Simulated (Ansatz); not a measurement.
Relaxed structures of CH₃S, doublet (PBE0-D4/def2-TZVP; forces vanish, vibrations not checked; lower isomers may exist, and structures with a doubtful reference or unclear bonds are left out; Å). Program: Ansatz 0.2.0. Basis: def2-TZVPP. Cores are frozen in the correlated methods; orbitals are unrestricted.

Task: Rank them by CCSD(T) energy, lowest first, and give each one's height above the lowest. Links in brackets join atoms within 1.22 times the sum of their covalent radii (1.1 for two metals). (Judge from chemistry; the value comes from the calculation.)
A.
CH₃S ([C][SH3])
```
5
angstrom
C 1.4835 -0.4243 -0.7195
S 0.0743 0.0210 -0.0797
H -0.2717 -0.7577 0.9966
H -1.2360 -0.0275 -0.6383
H -0.2852 1.2326 0.5789
```
B.
CH₃S ([CH2][SH])
```
5
angstrom
C 0.0873 0.1948 -0.2107
S 1.7592 -0.0574 -0.4469
H 1.6765 -0.9525 -1.4432
H -0.6565 -0.3167 -0.8000
H -0.1962 0.8948 0.5601
```
C.
CH₃S ([CH3][S])
```
5
angstrom
C -0.1178 0.0471 0.0433
S 1.4261 -0.3485 -0.7533
H -0.2309 -0.6653 0.8690
H -0.9672 -0.0846 -0.6281
H -0.1103 1.0512 0.4690
```

Result: Computed: C (0.0 kJ/mol), B (46.0 kJ/mol), A (691.6 kJ/mol). Heights count from the lowest.

The T1 diagnostic stays at or below 0.027. ⟨S²⟩ of the unrestricted Hartree–Fock references: 0.76 to 0.79 (a pure state has 0.75).

For scale, one of the runs: CCSD(T)/def2-TZVPP, 115 basis functions, launched by `ansatz run in.yaml --threads 2 --pin off --events-out ev --progress --plain --max-ram 4352MiB`. Time: 14 s of wall clock on 2 CPU threads of an Arm Neoverse V2; the host was shared. Peak host memory: 0.89 GiB.
